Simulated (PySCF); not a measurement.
# Static response to an electric field

Species: C5H8O.
Cartesian coordinates in Å at the PBE0-D3(BJ)/def2-SVP level; atoms count from 1:
```
atom  x, y, z in Å
C1     2.4002   -0.2782   -0.1515
C2     1.1519    0.4888   -0.4403
C3    -0.0707   -0.0300   -0.4531
C4    -0.9266   -1.1983   -0.1878
C5    -1.5130    0.1716   -0.5348
O6    -2.2114    0.9353    0.3867
H7     2.1825   -1.3378    0.0436
H8     3.1060   -0.2183   -0.9966
H9     2.9282    0.1341    0.7247
H10    1.2602    1.5585   -0.6602
H11   -1.0203   -1.5410    0.8503
H12   -1.0111   -1.9983   -0.9334
H13   -1.9734    0.2531   -1.5267
H14   -1.6172    1.1301    1.1190
```

Level: CAM-B3LYP/def2-SVPD (PySCF), static field, nuclei fixed, core orbitals frozen in the response. The polarisability tensor in these axes (au):

```
x   85.86  3.89 -0.23
y    3.89 61.83 -0.06
z   -0.23 -0.06 52.54
```

Q: Diagonalise the tensor; give its mean and Δα, where Δα² is half the sum of the squared differences of the eigenvalues.

A: Principal values 52.54, 61.21 and 86.47 au; mean 66.74 au = 9.89 Å³ = 11.00 × 10⁻⁴⁰ C²·m²/J; Δα = 30.54 au (46 % of the mean).

Q: What is the dipole moment, and where does it point?

A: (1.90, -0.53, 0.25) D, 1.99 D in size, pointing from the negative to the positive side. Measured along this direction, the outermost atoms are O6 at the negative end and H8 and H9 at the positive end.

Q: What molar refraction does this α imply?

A: Lorentz–Lorenz: R = (4π/3)N_A α = 2.5225 cm³/(mol·Å³) × 9.89 Å³ = 24.9 cm³/mol, in the limit of long wavelengths.

Q: Orientational against electronic polarisability at 500 K (dilute gas, rigid molecules)?

A: In Gaussian units μ²/3kT = 19.21 Å³ against 9.89 Å³, a ratio of 1.94; the Debye molar polarisation (4π/3)N_A(α + μ²/3kT) is 73.4 cm³/mol, leaving out the vibrational part.

Q: What would n − 1 = 2πNα be for an ideal gas of these molecules at 298.15 K and 1 atm, electronic part alone?

A: N = p/kT = 2.4615 × 10¹⁹ cm⁻³, so n − 1 = 2π × N × 9.89 × 10⁻²⁴ cm³ = 1530 × 10⁻⁶ at long wavelengths.

Q: Rayleigh depolarisation ratio (linearly polarised light, static tensor)?

A: ρ = 3Δα²/(45ᾱ² + 4Δα²) = 2797.8/(200448 + 3730.4) = 0.0137.

Q: In TDDFT the mean static polarisability is Σ f/ω² over all singlet excitations (ω in hartree). How much of it do the 6 lowest give? Their energies (eV) and oscillator strengths: 5.97, 0.0277; 6.59, 0.0525; 6.70, 0.0104; 6.99, 0.2802; 7.14, 0.1769; 7.61, 0.0355.

A: They add up to 8.91 au, 13.4 % of the 66.74 au; the largest single term is 4.25 au, from the state at 6.99 eV. Terms in order: 0.58, 0.89, 0.17, 4.25, 2.57, 0.45 au. Higher excitations give the rest. The strengths listed sum to 0.583.

Geometry: PBE0-D3(BJ)/def2-SVP, one conformer, isolated molecule.
